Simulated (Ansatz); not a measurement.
## SiC (P6₃mc, No. 186): equilibrium lattice constant a by level of theory

No measured value is used here.

| level (code) | value (Å) |
|---|---|
| LDA (Ansatz) | ___ |
| PBE (Ansatz) | 3.095 |
| PBE-D3(BJ) (Ansatz) | 3.073 |
| HSE06 (Ansatz) | 3.074 |

Question: What belongs in the gaps?

Answer: 
- LDA (Ansatz, a quantum-chemistry and plane-wave program), value (Å): 3.059

LDA, PBE, PBE-D3(BJ), HSE06: the relaxation could not lower the start's symmetry, so the cell can be a saddle point above a distorted one. Cutoffs and k meshes differ between the levels. Ansatz's density-functional and Hartree–Fock values are scalar-relativistic unless marked +SOC, with PAW data made under PBE.
